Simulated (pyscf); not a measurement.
H₂P–GaH–PH₂ -> HP=Ga–PH₂ + hydrogen (H₂), gas phase, singlet surface. PySCF, gas phase, ωB97X-D3(BJ)/def2-SVP geometries. ΔG in kcal/mol from ωB97M-D3(BJ)/def2-TZVP energies (ideal gas, 1 atm, RRHO with modes under 100 cm⁻¹ raised to 100, one conformer, R ln 2 for chiral ones without a mode under 150 cm⁻¹).

```
T (K)     ΔG
-----  -----
298    +21.7
600        ?
900     +4.1
1200    -4.6
```

Fit a line to the three values, predict ΔG at 600 K, and estimate where the reaction turns favourable at 1 atm of each gas.

Least squares gives ΔG = +30.4 − 29.2 × T/1000 K, so ΔS is about +122 J/(mol K) and ΔH about +30.4 kcal/mol over this range (ΔH at 298 K: +30.2). At 600 K the line gives +12.9; the computed value is +12.9. ΔG = 0 falls near 1040 K; 1 kcal/mol in the energy moves that by 34 K. This is thermodynamics alone and says nothing of the barrier. Elements up to Kr have no core potential and no relativistic terms here.
